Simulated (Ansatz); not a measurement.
**Zinc, hcp: convergence with the k-point mesh**

Computed with Ansatz, PBE, scalar-relativistic PAW, on the relaxed cell (a = 2.656 Å, c = 4.962 Å (c/a = 1.869); spin not included). Errors count from a run at 420 eV on a Γ-centred 22×22×11 mesh with Fermi-Dirac smearing of 0.1 eV, extrapolated to zero width. Fixed here: cutoff 420 eV, Fermi-Dirac width 0.1 eV. The SCF starts from atomic densities corrected by a trained network.

```tsv
k-mesh	E(σ→0) error (meV/atom)	P (GPa)	SCF iterations
2×2×1	733.6	4.67	6
4×4×2	-144.3	-1.65	6
5×5×3	8.7	0.86	6
7×7×3	-27.8	-0.06	6
8×8×4	15.1	0.38	6
11×11×5	9.4	0.23	6
14×14×7	5.0	0.15	6
20×20×9	2.2	0.12	6
```

Within 5 meV/atom of the last row: from 14×14×7 on.
